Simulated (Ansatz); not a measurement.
BSiH3O (SMILES B1O[SiH2]1), singlet: a single point displaced at random from a GFN2-xTB minimum.

The input file, in.yaml:

```yaml
crystal:
  periodic: [false, false, false]
  atoms:
    - {symbol: B, position_ang: [-0.894200, -0.518400, -0.408000]}
    - {symbol: O, position_ang: [0.157200, -1.133900, 0.026700]}
    - {symbol: Si, position_ang: [0.406400, 0.678000, 0.188400]}
    - {symbol: H, position_ang: [-1.952800, -0.873400, -0.774900]}
    - {symbol: H, position_ang: [1.587700, 0.928100, -0.624400]}
    - {symbol: H, position_ang: [0.696700, 0.841300, 1.599200]}
basis:
  gaussian: {orbitals: def2-TZVPP}
hamiltonian: {xc: hse06, dispersion: d4}
output: {forces: true}
```

An equivalent command:

```bash
ansatz run in.yaml --threads 4 --pin off --events-out ev --progress --plain
```

Output of Ansatz 0.2.0:

```
Functional definition: HSE06
  name "HSE06"
  cite "Heyd, Scuseria & Ernzerhof, J. Chem. Phys. 118, 8207 (2003) doi:10.1063/1.1564060"
  cite "Krukau, Vydrov, Izmaylov & Scuseria, J. Chem. Phys. 125, 224106 (2006) doi:10.1063/1.2404663"
  cite "Heyd & Scuseria, J. Chem. Phys. 120, 7274 (2004) doi:10.1063/1.1668634"
  cite "Ernzerhof & Perdew, J. Chem. Phys. 109, 3313 (1998) doi:10.1063/1.476928"
  cite "Perdew, Burke & Ernzerhof, Phys. Rev. Lett. 77, 3865 (1996) doi:10.1103/PhysRevLett.77.3865"
  parent pbe
  parameter a = 0.25
  parameter omega = 0.11/bohr
  # The whole range is PBE's own exchange, as in plane waves. The composition of these papers is wPBEh.
  exchange = pbe_x - a*pbe_x_sr(omega) + a*exact_x_sr(omega)
  correlation = pbe_c
788 factors; their error is unknown
71 factors; integrals over basis functions are off by at most 9.6e-7 eV
mean field evaluation 1: about -10638.7320 eV, gradient 5.2e1 eV
mean field evaluation 2: about -10607.9812 eV, gradient 1.3e2 eV
mean field evaluation 4: about -10644.0272 eV, gradient 7.1e0 eV
mean field evaluation 8: about -10644.1693 eV, gradient 2.2e-1 eV
mean field -10644.16932541 eV, -391.1660078316 hartree, gradient 5.4e-5 eV, S^2 0.000000; 0 other end points of the search recorded, 0 dependent functions left out
the calculation of the forces begins
reference -10644.16936438 eV, -391.1660092637 hartree; 15, 15 occupied and 131, 131 virtual orbitals, 788 factors
Total energy: -10644.23702341 eV, -391.1684956872 hartree
Atom 0 at    -0.894200    -0.518400    -0.408000 Å, force    -1.765262    -0.182975    -0.421638 eV/Å
Atom 1 at     0.157200    -1.133900     0.026700 Å, force     0.927623     0.202721     0.290558 eV/Å
Atom 2 at     0.406400     0.678000     0.188400 Å, force     0.681548    -0.639333     0.049348 eV/Å
Atom 3 at    -1.952800    -0.873400    -0.774900 Å, force    -0.306500    -0.121150    -0.261973 eV/Å
Atom 4 at     1.587700     0.928100    -0.624400 Å, force     0.397898     0.368656    -0.255761 eV/Å
Atom 5 at     0.696700     0.841300     1.599200 Å, force     0.064694     0.372081     0.599467 eV/Å
Dipole moment:    -0.043546     0.305235    -0.009736 e Å
```

The lines “mean field evaluation” count trial sets of orbitals through the whole run, from several starts and some on an approximate energy, so they need not fall steadily or lie above the final value.

The run took about 1.4 s on 4 CPU threads (shared host).
